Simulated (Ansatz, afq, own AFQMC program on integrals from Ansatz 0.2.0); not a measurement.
**Where AFQMC and coupled cluster stand for Si, triplet**

A free Si atom.

Basis aug-cc-pVTZ. Noble-gas cores (and the filled d shells of Ga–Kr and In–Xe) are frozen. AFQMC by an in-house program on the Cholesky factors that Ansatz 0.2.0 writes for its CCSD(T) run. The CISD trial takes its coefficients from CCSD amplitudes. Released means that phaseless walkers are propagated on without the constraint, phases kept. Free AFQMC starts from the CCSD state and is never constrained. Its projection time is finite, and what remains of the start isn't in its error. Uncertainties: one standard error, sampling alone.

Determinant: UHF, the one that the program's search chose, which needn't be the lowest solution.

Full CI on the same integrals is exact in this basis and with this determinant's frozen core.

* T1 diagnostic: 0.0121
* weight of the determinant in the CISD state: 0.932
* ⟨S²⟩ of the determinant: 2.015
* size of the correlated space: 4 electrons in 45 orbitals

```
  level  correlation energy (eV)
    MP2                  -1.5414
   CCSD                  -2.0314
CCSD(T)                  -2.1009
```

Estimate where phaseless AFQMC with the Hartree–Fock trial lies against CCSD(T) on the same integrals.

5.0 ± 1.5 kJ/mol above CCSD(T).

Reference: full CI, correlation energy -2.124 eV. The released energy is read at 2.40 1/Eh (meV from the phaseless value at times in 1/Eh: -2.2 ± 0.8 at 0.24, -5.3 ± 1.8 at 0.51, -5.6 ± 0.8 at 0.99, -6.5 ± 0.7 at 1.62, -8.2 ± 1.2 at 2.40).

```csv
level,E − E(reference) (kJ/mol),share of correlation (%)
CCSD(T),2.3,98.90
CCSDT,0.2,99.90
CCSDT(Q),0.0,99.98
ph-AFQMC/HF,7.3 ± 1.5,96.45
ph-AFQMC/CISD,0.9 ± 0.1,99.56
released AFQMC,0.1 ± 0.1,99.95
free AFQMC,0.0 ± 0.07,99.98
```

CCSDT and higher add their correlation energy to the determinant of the CCSD(T) run, since their own runs factorise the integrals more tightly (a shift of under 2 meV). Free projections are given only where their last times agree within the noise and don't stop above the reference; a slow remainder of the start can still hide under it. A walk keeps the symmetry of its determinant, which the program's search chose and which needn't be the lowest solution, so a lower state of the same spin and another symmetry isn't excluded. Released energies are given only where the last usable release times agree within the noise; a slower fall can still hide under it.
